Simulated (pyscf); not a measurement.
Structures and frequencies: ωB97X-D3(BJ)/def2-SVP in PySCF.

Estimate the classical barrier height and the reaction energy of HO–AsH–OH + AsH₃ -> HO–As(OH)–AsH₂ + hydrogen (H₂) at PBE/def2-TZVP. The step runs on the singlet surface, breaks As–H, As–H and forms As–As, H–H; take the separated reactants as zero.

ΔE‡ = 35.0 kcal/mol, ΔE = -5.9 kcal/mol. ωB97M-D3(BJ)/def2-TZVP gives 48.7 kcal/mol and -3.1 kcal/mol. Zero-point energy shifts the barrier by -1.1 kcal/mol. It is a four-centre exchange, with an imaginary mode of 935i cm⁻¹. From the product side, HO–As•–OH + AsH₂• + H₂ lies, by one bond made or cut, 5.0 kcal/mol under this saddle at ωB97M-D3(BJ)/def2-TZVP. This is the saddle that the search found; another between the same sides may lie lower. Elements up to Kr have no core potential and no relativistic terms here.
